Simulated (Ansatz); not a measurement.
A nudged elastic band was laid between two geometries of AlH5OS (8 atoms, charge 0, multiplicity 1).

Theory: RKS PBE0/6-31G* (Ansatz 0.2.0).

| Item | Value |
| --- | --- |
| movable images | 7 |
| climbing image | yes |
| spring | 0.1 eV/Å² |
| optimiser | quadratic models (default) |
| start path | through a guess of the saddle point |
| force threshold | 0.03 eV/Å |
| iteration limit | 60 |
| end points | relaxed |

Initial state:

```xyz
8
Properties=species:S:1:pos:R:3
Al -0.023 0.043 0.291
O -0.288 -0.666 1.853
H -1.150 -1.065 2.005
H 1.496 0.117 -0.192
H -1.252 0.080 -0.734
S -0.087 2.514 1.166
H 1.229 2.778 1.068
H 0.008 2.072 2.434
```

Final state:

```xyz
8
Properties=species:S:1:pos:R:3
Al 0.091 0.528 0.167
O -0.254 -0.189 2.038
H -1.108 -0.645 2.096
H 1.553 0.017 -0.195
H -1.242 -0.032 -0.513
S -0.051 2.680 0.811
H 1.277 2.880 0.927
H -0.335 0.633 2.559
```

Task: What changes between the two ends?

Result: Bonds broken: S6–H8. Bonds formed: O2–H8.

Task: Give the energies along the band, and the barrier.

Result: The forces met the threshold. The highest image is number 3 of 0 to 8, 17.5 kJ/mol above the first end and 61.9 kJ/mol above the last; the last end lies 44.4 kJ/mol below the first. Another band between the same ends (7 images) ends at a top of the same energy, where a vibrational analysis finds 1 clearly imaginary mode. The orbitals stay closed-shell, which can raise the energy where a bond breaks towards radicals; this wasn't checked here.

| image | path coordinate (Å) | energy (kJ/mol) | S6–H8 (Å) | O2–H8 (Å) |
| --- | --- | --- | --- | --- |
| 0 | 0.00 | 0.0 | 1.35 | 2.81 |
| 1 | 0.60 | -0.1 | 1.35 | 2.78 |
| 2 | 1.19 | 4.2 | 1.36 | 2.08 |
| 3 | 1.77 | 17.5 | 1.52 | 1.42 |
| 4 | 2.03 | -3.3 | 1.78 | 1.14 |
| 5 | 2.30 | -31.2 | 2.08 | 1.01 |
| 6 | 2.56 | -40.3 | 2.35 | 0.99 |
| 7 | 2.82 | -43.5 | 2.55 | 0.98 |
| 8 | 3.08 | -44.4 | 2.71 | 0.98 |

Task: What is the geometry of the highest image?

Result: 
```xyz
8
Properties=species:S:1:pos:R:3:forces:R:3
Al 0.058 0.249 0.171 0.01 0.00 0.01
O -0.208 -0.168 1.938 0.00 -0.01 0.00
H -1.029 -0.620 2.177 0.01 0.00 0.00
H 1.556 0.047 -0.316 0.00 0.00 0.00
H -1.245 0.010 -0.714 0.00 0.00 0.00
S -0.105 2.494 1.160 0.00 0.00 0.00
H 1.203 2.611 1.460 0.00 0.00 0.00
H -0.296 1.248 2.015 -0.01 0.00 0.00
```

The band took 12 iterations and about 2 core-minutes.

Time of the run: 2 min on 1 thread of Intel(R) Xeon(R) 6975P-C (Granite Rapids), with other jobs on the host, peak memory 0.14 GiB.
